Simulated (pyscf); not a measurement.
PySCF, gas phase, ωB97X-D3(BJ)/def2-SVP geometries. Correlated levels are frozen-core, on RHF or UHF. ΔMP2 is the change of the MP2 total energy from the triple- to the quadruple-zeta basis.

**Question.** For the elementary gas-phase step `[S]=[Ge]` [singlet] + `[FH]` → `[F][Ge][SH]` [singlet] (singlet surface; F–H broken, F–Ge, H–S formed), what barrier and reaction energy does CCSD(T)/def2-TZVPP + ΔMP2(QZVPP) give, measured from the separated reactants?

**Answer.** ΔE‡ = 8.1 kcal/mol, ΔE = -18.1 kcal/mol. Zero-point energy shifts the barrier by -1.1 kcal/mol. It is an addition across a multiple bond or ene-type step, with an imaginary mode of 1051i cm⁻¹. On the reactant side the descent ends in a complex, 6.2 kcal/mol under the separated species and 7.8 kcal/mol under the saddle at ωB97X-D3(BJ)/def2-TZVP. At ωB97X-D3(BJ) the barrier from the zero used here is 1.6 kcal/mol. One saddle was located; it need not be the lowest between these sides. The CCSD(T) − MP2 part came from Ansatz, without density fitting, on the same reference. The frozen core leaves the outer d or s,p core shells of the metals and heavy elements correlated in the MP2 and CC values, and def2-TZVPP describes them poorly, which can shift differences by a few kcal/mol. Elements up to Kr have no core potential and no relativistic terms here.
